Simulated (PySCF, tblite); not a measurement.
Isomers of C4H6. Level: GFN2-xTB in tblite, geometry and Hessian alike; calculated harmonic values, unscaled, isolated species. Errors from tens to a few hundred cm⁻¹ against measured bands are possible. One conformer each.

Electronic energies: PBE0/pcSseg-1 single points on the GFN2-xTB geometries (PySCF, gas phase).

```
SMILES  electronic energy, lowest = 0 (kcal/mol)
 C#CCC                                      15.0
C=C=CC                                      10.9
C=CC=C                                       0.0
```

Problem. How do GFN2-xTB zero-point energies change the relative energies?

Solution. 
```json
{"SMILES": "C=CC=C", "ZPE (kcal/mol)": "52.0", "of it from modes above 1550 cm⁻¹": "31.3", "electronic (kcal/mol)": "0.0", "with ZPE, lowest = 0 (kcal/mol)": "0.0", "lowest mode (cm⁻¹)": "144", "rings": "0"}
{"SMILES": "C=C=CC", "ZPE (kcal/mol)": "51.5", "of it from modes above 1550 cm⁻¹": "29.0", "electronic (kcal/mol)": "10.9", "with ZPE, lowest = 0 (kcal/mol)": "10.4", "lowest mode (cm⁻¹)": "145", "rings": "0"}
{"SMILES": "C#CCC", "ZPE (kcal/mol)": "52.2", "of it from modes above 1550 cm⁻¹": "29.6", "electronic (kcal/mol)": "15.0", "with ZPE, lowest = 0 (kcal/mol)": "15.2", "lowest mode (cm⁻¹)": "184", "rings": "0"}
```

The zero-point energies span 0.7 kcal/mol, from `C=C=CC` to `C#CCC`. The order is unchanged.

Problem. And how do the electronic energies of GFN2-xTB itself compare?

Solution. `C=CC=C` 0.0; `C=C=CC` 6.0; `C#CCC` 4.1 kcal/mol, lowest = 0. Against the energies above, taken from the same isomer `C=CC=C`, the largest difference is 10.9 kcal/mol.

Problem. What do entropy and thermal enthalpy add at 298.15 K and 1 bar (rigid rotor, harmonic oscillator, one conformer each)?

Solution. 
```tsv
SMILES	point group	symmetry number	S (cal/(mol K))	H − H(0) (kcal/mol)	ZPE + H − H(0) − TS (kcal/mol)
C=CC=C	C2h	2	66.7	3.60	35.7
C=C=CC	Cs	1	70.2	3.88	34.4
C#CCC	Cs	1	69.8	3.84	35.2
```
